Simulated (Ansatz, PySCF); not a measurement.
Reaction (SMILES): F[C](F)F -> F[C](F)F as singlet, charge +1 + e-
Structures are relaxed separately at B3LYP-D3(BJ)/def2-TZVP in Ansatz (a first-principles code). A spin state is the lowest found, not a proven ground state.

Wanted: adiabatic ionisation energy (electronic energy difference), in eV. Correlated levels leave the core frozen unless marked. UHF or UKS for open shells. No spin-orbit coupling. Non-relativistic unless marked X2C. CBS marks a two-point X^-3 extrapolation of the correlation energy; Hartree-Fock from the larger set. The bracket is a focal-point correction in the basis named.

```json
[
 {"level": "HF/cc-pVTZ", "program": "Ansatz", "adiabatic ionisation energy (eV)": "8.71", "minus last row": "-0.31"},
 {"level": "M06-L-D4/def2-TZVPD", "program": "PySCF + dftd4", "adiabatic ionisation energy (eV)": "8.56", "minus last row": "-0.46"},
 {"level": "B3LYP-D4/def2-TZVPD", "program": "Ansatz + dftd4", "adiabatic ionisation energy (eV)": "9.17", "minus last row": "0.15"},
 {"level": "r2SCANh/def2-TZVPD", "program": "Ansatz", "adiabatic ionisation energy (eV)": "9.10", "minus last row": "0.08"},
 {"level": "CAM-B3LYP-D4/def2-TZVPD", "program": "Ansatz + dftd4", "adiabatic ionisation energy (eV)": "9.20", "minus last row": "0.18"},
 {"level": "MP2/cc-pVDZ", "program": "Ansatz", "adiabatic ionisation energy (eV)": "8.43", "minus last row": "-0.59"},
 {"level": "CCSD/cc-pVTZ", "program": "Ansatz", "adiabatic ionisation energy (eV)": "8.84", "minus last row": "-0.18"},
 {"level": "CCSD/cc-pwCVTZ", "program": "Ansatz", "adiabatic ionisation energy (eV)": "8.84", "minus last row": "-0.18"},
 {"level": "X2C-CCSD(T)/cc-pVTZ-DK", "program": "Ansatz", "adiabatic ionisation energy (eV)": "8.78", "minus last row": "-0.24"},
 {"level": "RI-MP2/CBS(aug-cc-pVTZ,aug-cc-pVQZ)+[CCSD(T)-MP2]/aug-cc-pVTZ", "program": "Ansatz", "adiabatic ionisation energy (eV)": "9.02", "minus last row": "0.00"}
]
```
